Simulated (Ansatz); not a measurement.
Reaction: C2H6O (ethanol, SMILES CCO) → CH3 (SMILES [CH3], doublet) + CH3O (SMILES O[CH2], doublet) (the C-C bond breaks)
Each species at its own B3LYP-D3(BJ)/def2-TZVP minimum (Ansatz, a program for electronic structure), one conformer.

Quantity: bond dissociation energy (electronic), in kJ/mol. Open shells are spin-unrestricted; no spin-orbit coupling. CBS(X,Y): correlation extrapolated as X^-3, Hartree-Fock from the larger set. A bracket is a step between two methods taken in the basis named. Functionals run without relativity, which enters their misses. Double hybrids freeze cores in their MP2 part. '+ core + X2C': CCSD(T) terms for core correlation (cc-pwCVTZ) and scalar relativity (cc-pVTZ-DK).

CCSD(T)/CBS(cc-pVTZ,cc-pVQZ) + [CCSDT(Q) - CCSD(T)]/cc-pVDZ + core + X2C (Ansatz) gives 392.3 kJ/mol.

Q: How far off this value is PBE/def2-TZVPD (Ansatz), in which direction, and which of these levels come nearer: r2SCAN/def2-TZVPD, B3LYP/def2-TZVPD, wB97M-V/def2-TZVPD, B2PLYP/def2-TZVPD, CCSD(T)/CBS(cc-pVTZ,cc-pVQZ) + core + X2C?

A: PBE gives 376.7 kJ/mol, 15.6 kJ/mol below it. Differences of the others: r2SCAN/def2-TZVPD (Ansatz) -38.1; B3LYP/def2-TZVPD (Ansatz) -32.4; wB97M-V/def2-TZVPD (Ansatz) -2.3; B2PLYP/def2-TZVPD (Ansatz) -19.3; CCSD(T)/CBS(cc-pVTZ,cc-pVQZ) + core + X2C (Ansatz) 0.4 kJ/mol. Nearer than PBE: wB97M-V/def2-TZVPD, CCSD(T)/CBS(cc-pVTZ,cc-pVQZ) + core + X2C.
